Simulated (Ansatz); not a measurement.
The input, for Ansatz 0.2.0:

```yaml
crystal:
  periodic: [false, false, false]
  atoms:
    - {symbol: Br, position_ang: [0.000000, 0.000000, -1.378333]}
    - {symbol: H, position_ang: [0.000000, 0.000000, 0.316667]}
    - {symbol: H, position_ang: [0.000000, 0.000000, 1.061667]}
basis:
  gaussian: {orbitals: cc-pVTZ}
magnetization: {spin_polarized: false, initial_magnetization: 1}
correlation: {method: fic_mrcisd_q, electrons: outside_noble_gas, active_space: {window: {electrons: 9, orbitals: 6}, shells: [{species: Br, l: s, shell: 4}, {species: Br, l: p, shell: 4}, {species: H, l: s, shell: 1}]}}
```

```sh
$ ansatz run in.yaml --threads 1 --pin off --events-out ev --progress --plain --max-ram 2393MiB
```

Log:

```
743 factors; integrals over basis functions are off by at most 2.7e-7 eV
mean field evaluation 1: about -70028.9949 eV, gradient 7.7e0 eV
mean field evaluation 2: about -70028.9985 eV, gradient 7.7e0 eV
mean field evaluation 4: about -70029.4689 eV, gradient 1.3e0 eV
mean field evaluation 8: about -70029.4990 eV, gradient 3.1e-3 eV
mean field evaluation 16: about -70028.4855 eV, gradient 1.9e-1 eV
mean field evaluation 32: about -70028.8924 eV, gradient 5.1e0 eV
mean field -70029.49904065 eV, -2573.5366220445 hartree, gradient 2.4e-6 eV, S^2 0.750000; 7 other end points of the search recorded, 0 dependent functions left out
reference -70029.49904065 eV, -2573.5366220445 hartree; 19, 18 occupied and 52, 53 virtual orbitals, 743 factors
state -70030.10714424 eV, -2573.5589694392 hartree
contracted CI cycle   1: correlation 0.00000000 eV, 0.0000000000 hartree, residual 2.01e1 eV
contracted CI cycle   2: correlation -4.77349830 eV, -0.1754228268 hartree, residual 3.31e0 eV
contracted CI cycle   3: correlation -4.91260613 eV, -0.1805349454 hartree, residual 7.16e-1 eV
contracted CI cycle   4: correlation -4.91940552 eV, -0.1807848183 hartree, residual 1.64e-1 eV
contracted CI cycle   5: correlation -4.91973925 eV, -0.1807970828 hartree, residual 3.95e-2 eV
contracted CI cycle   6: correlation -4.91975731 eV, -0.1807977463 hartree, residual 8.54e-3 eV
contracted CI cycle   7: correlation -4.91975810 eV, -0.1807977754 hartree, residual 2.12e-3 eV
contracted CI cycle   8: correlation -4.91975815 eV, -0.1807977772 hartree, residual 5.23e-4 eV
state -70030.10714424 eV, -2573.5589694392 hartree; corrected -70035.38998054 eV, -2573.7531100925 hartree
Total energy: -70035.38998054 eV, -2573.7531100925 hartree
Checks for a lower state left out: starts, orbital_swaps
```

Natural occupations: 1.9999 1.9999 1.9989 1.9745 1.0010 0.0258.

Ran on 1 thread of Intel Xeon 6975P-C, shared host: 2.4 s wall, 0.17 GiB peak host memory.
